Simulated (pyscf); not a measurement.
## Routes from H₂B–O–CH₃ + hydrogen (H₂)

Candidate steps break at most two bonds and form at most two. Each was searched with GFN2-xTB (tblite) first. Single points on ωB97X-D3(BJ)/def2-SVP structures (PySCF, gas phase). Energies: ωB97M-D3(BJ)/def2-TZVP, eV, from the separated reactants, singlet surface; ΔG‡ with ideal gas, 1 atm, RRHO with modes under 100 cm⁻¹ raised to 100, one conformer, R ln 2 for chiral ones without a mode under 150 cm⁻¹.

| products | type | ΔE‡ | ΔE | ΔG‡ 298 K | ΔG‡ 900 K | ν‡ (cm⁻¹) |
|---|---|---|---|---|---|---|
| BH₃ + H₃C–OH | four-centre exchange | 1.65 | +1.47 | 2.09 | 2.88 | 1394i |
| H₂B–OH + CH₄ | four-centre exchange | 3.89 | -1.20 | 4.14 | 4.76 | 1682i |

Row 1: On the product side the descent ends in an adduct with a B–O contact, 0.89 eV under the separated species and 1.11 eV under the saddle at ωB97X-D3(BJ)/def2-TZVP. 

Plain bond fissions and candidates not yet searched are not listed, and one of them may be faster. Each barrier is that of the saddle found; lower ones may exist.
